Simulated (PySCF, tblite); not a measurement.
aluminium trichloride and dinitrogen

A gas-phase complex of aluminium trichloride and dinitrogen; neutral, singlet. The structure comes from a short search (6 tight-binding starts) and was relaxed by PBE0-D3(BJ)/def2-SVPD; another way of binding may lie lower. Frequencies by PBE0-D3(BJ)/def2-SVPD show no clear imaginary mode.

Parts: 1 = aluminium trichloride ([Cl][Al]([Cl])[Cl]), atoms 1–4; 2 = dinitrogen (N#N), atoms 5–6.

Coordinates in Å:
```
Cl1     1.633    0.841    0.064
Al2    -0.339    0.120   -0.032
Cl3    -1.343   -0.327    1.760
Cl4    -1.014   -0.756   -1.821
N5     -1.773    3.042   -0.521
N6     -1.291    2.072   -0.356
```

```tsv
contact	kind (by geometry)	distance (Å)	angle (°)
Al2···N6	coordination	2.196	-
```

Interaction energies are complex less parts, with the parts frozen as they stand in it; counterpoise-corrected, in kcal/mol (PySCF).

(1) How strongly do the parts interact, level by level?

(2) What holds them together? Decompose the wB97M-D3(BJ)/def2-SVPD energy: frozen parts, their antisymmetrised product, then relaxation.

The parts were also relaxed and run alone, at the levels used for the complex: shieldings by PBE0/pcSseg-2; core levels by delta-SCF with SCAN, pcX-2 on the ionised atom and pcseg-1 elsewhere, spin-free X2C (2p3/2 is the spin-free 2p value less a third of a first-order spin-orbit splitting).

(3) What does binding change?

(4) What are the binding energy from relaxed parts (wB97M-D3(BJ)/def2-SVPD), and ΔH and ΔG of association at 298.15 K and 1 atm?

Answers

(1) 
```tsv
level	interaction	superposition error removed
wB97M-D3(BJ)/def2-SVPD	-8.51	-2.11
PBE0-D3(BJ)/def2-SVPD	-9.42	-1.98
```

(2) electrostatic -21.1, Pauli repulsion +32.3, orbital relaxation -19.9, dispersion correction -2.0 kcal/mol, which sum to the value before the counterpoise correction; the Pauli term holds the exchange-correlation of the frozen density too. Of the attraction, 49 % is electrostatic, 46 % is orbital relaxation, 5 % is dispersion correction.

(3) 
```
                 property   alone  in the complex  change
   shielding of Al2 (ppm)   408.6           448.2   +39.5
    shielding of N6 (ppm)   -93.8           -54.7   +39.1
Cl1 2p3/2 core level (eV)  206.56          206.11   -0.44
Al2 2p3/2 core level (eV)   83.02           82.67   -0.36
```

(4) -6.55 kcal/mol, -5.39 with zero-point energy; ΔH -5.5 and ΔG +3.5 kcal/mol, from harmonic vibrations by PBE0-D3(BJ)/def2-SVPD with low modes damped.

The 5 runs behind this took 12 min in all, one thread each of Intel Xeon Platinum 8488C on a shared host, launched as `OMP_NUM_THREADS=1 python cluster_run.py task.json out`.
